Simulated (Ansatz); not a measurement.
CH$_{4}$B$_{2}$ (`B1BC1`), relaxed with RKS PBE0-D4/def2-TZVP in Ansatz 0.2.0 from a PBE-D4/def2-SVP geometry. The force threshold is 0.005 eV/Å; the program also tests the step.

Total charge 0; spin multiplicity 1.

Start:

```xyz
7

B    -0.750    0.774   -0.045
B     0.157   -0.036    0.941
C     0.140   -0.234   -0.660
H    -1.566    1.567   -0.428
H     0.768   -0.550    1.849
H     0.398   -0.637   -1.655
H     0.852   -0.884   -0.002
```

| step | energy (eV) | largest force (eV/Å) | largest move (Å) |
| --- | --- | --- | --- |
| 1 | -2449.7454 | 0.579 | 0.000 |
| 2 | -2449.7759 | 0.183 | 0.028 |
| 3 | -2449.7802 | 0.066 | 0.012 |
| 4 | -2449.7803 | 0.030 | 0.001 |
| 5 | -2449.7804 | 0.020 | 0.006 |
| 6 | -2449.7804 | 0.032 | 0.002 |
| 7 | -2449.7804 | 0.007 | 0.002 |
| 8 | -2449.7804 | 0.002 | 0.000 |

End:

```xyz
7

B    -0.738    0.760   -0.041
B     0.156   -0.036    0.932
C     0.141   -0.235   -0.652
H    -1.537    1.539   -0.424
H     0.753   -0.535    1.829
H     0.384   -0.619   -1.638
H     0.841   -0.873   -0.006
```

Hardware: 2 threads of an AMD EPYC 9B14 on a shared host. Wall time 8.5 s, peak host memory 0.2 GiB.
